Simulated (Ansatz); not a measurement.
**Pressure series in GaAs**

The parent structure is GaAs in the zinc blende structure (space group F-43m, No. 216).

```xyz
2
Lattice="0.0000 2.8328 2.8328 2.8328 0.0000 2.8328 2.8328 2.8328 0.0000" Properties=species:S:1:pos:R:3 pbc="T T T"
As     4.2492     4.2492     4.2492
Ga     0.0000     0.0000     0.0000
```

Cell and atoms are relaxed at each pressure.

The values are results of Kohn–Sham DFT with the r2SCAN functional, run in Ansatz (a quantum-chemistry and plane-wave program) with PAW and 500 eV plane waves, spin-orbit coupling left out, earlier PAW set, not measurements.

```tsv
pressure (GPa)	volume per atom (Å³/atom)
-2	23.412
-1	?
0	22.732
0.9	22.460
2.1	22.122
4.5	21.521
9	20.591
15	19.606
30	17.864
```

Problem. Fit the third-order Birch–Murnaghan form P(V) = (3B₀/2)[(V₀/V)^(7/3) − (V₀/V)^(5/3)]·[1 + (3/4)(B₀′ − 4)((V₀/V)^(2/3) − 1)] (squares taken in P) to the rows shown and predict the withheld row.

Solution. Least squares on the printed values gives V₀ = 22.733 Å³/atom, B₀ = 73.1 GPa, B₀′ = 4.4; this predicts 23.055 Å³/atom, and the run gives 23.057 Å³/atom, 0.002 higher.

Measured bulk modulus of GaAs: 76.7 GPa (static lattice; corrected from measurement; as listed in Daniel Mejia-Rodriguez, S. B. Trickey, Phys. Rev. B (2018)); the computed value is 5 % below it.

Load acts through the strain it causes; cell and atoms are relaxed under it. Stability against distortions was not tested. Measured, GaAs leaves this structure (for a Cmcm phase) near 15 GPa (room temperature; as listed in arXiv:1906.07825).
